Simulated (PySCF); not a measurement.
A GIAO shielding run with PySCF (density fitting, non-relativistic, gas phase) on SMILES s1ccc(F)c1, C₄H₃FS:

```
$ OMP_NUM_THREADS=1 python probes_run.py task.json out

{"job": {"kind": "nmr", "xc": "wB97X-D", "basis": "pcSseg-2", "pop": false}, "charge": 0, "multiplicity": 1}
F     -0.279856     0.968217    -2.024668
C     -0.235834     0.408151    -0.816479
C      0.975644    -0.036051    -0.241074
C      0.758966    -0.570332     0.993286
S     -0.889138    -0.524071     1.427958
C     -1.337260     0.216344    -0.042042
H      1.938564     0.042472    -0.725406
H      1.485669    -0.989994     1.671195
H     -2.359988     0.470426    -0.267769
```

Hardware: 1 thread of an Arm Neoverse N1, shared host. The job also computes ring-centre shieldings.

Q: How large is the calculation?

A: 52 electrons, 265 basis functions and 739 auxiliary functions.

Q: How long does it take, and how much memory does it need?

A: 58 s of wall time, with 14 SCF cycles and 6 response iterations; peak memory 1.1 GiB. Times on a shared host scatter by some tens of per cent.

Q: And these other runs on the same molecule and hardware: GIAO shielding at B97-2/pcSseg-2; GIAO shielding at KT3/pcSseg-2; GIAO shielding at PBE0/pcSseg-2?

A: B97-2/pcSseg-2: 265 functions, 45 s; KT3/pcSseg-2: 265 functions, 62 s; PBE0/pcSseg-2: 265 functions, 51 s.
